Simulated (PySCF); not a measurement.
Gas-phase reaction: C₄H₈ (cis-2-butene) ⇌ C₂H₂ (acetylene) + 2 CH₃

Computed with PySCF (xtb for GFN2) and rigid-rotor harmonic-oscillator thermochemistry at 1 bar. 'Table' is the NASA 1993 thermochemical table (part measured, part estimated). S°(298 K) at PBE0/def2-TZVP differs from the NASA 1993 table for C₄H₈ (cis-2-butene) (-6 J/mol/K); whether the harmonic model or the table's entry is off was not settled. † marks an energy on the PBE0/def2-TZVP geometry and frequencies; other levels use their own. MP2 freezes the core. Open shells (unrestricted): CH₃ (multiplicity 2); the rest are closed-shell singlets. GFN2 has no spin-polarisation term. MP2 isn't extrapolated to the basis-set limit; its ΔH°(298 K) is 541.4 kJ in def2-SVP and 534.0 kJ in def2-TZVPP. The harmonic model lacks anharmonicity and excited electronic states, which grow with temperature; levels with a mode under 35 cm⁻¹ are left out. Internal rotation in C₄H₈ (cis-2-butene) is treated as a harmonic vibration of one conformer, which makes the entropy rough. The table's entry may be an old estimate for C₄H₈ (cis-2-butene) (not checked at source).

```csv
level,"ΔH°(298 K), kJ",minus table,"ΔG°(1800 K), kJ"
table,529.4,-,-13.9
GFN2-xTB,686.0,156.6,152.0
HF/def2-TZVP†,377.1,-152.3,-167.4
M06-2X/def2-TZVP†,535.4,6.0,-9.0
MP2/def2-SVP†,541.4,12.0,-3.0
MP2/def2-TZVPP†,534.0,4.6,-10.5
PBE/def2-SVP,579.8,50.4,33.7
PBE0/def2-QZVP†,542.2,12.8,-2.2
PBE0/def2-SVP†,576.7,47.3,32.3
r2SCAN/def2-TZVP†,511.5,-17.9,-32.9
ωB97M-V/def2-TZVP†,539.4,10.0,-5.0
ωB97X-V/def2-TZVP†,551.3,21.9,6.9
```
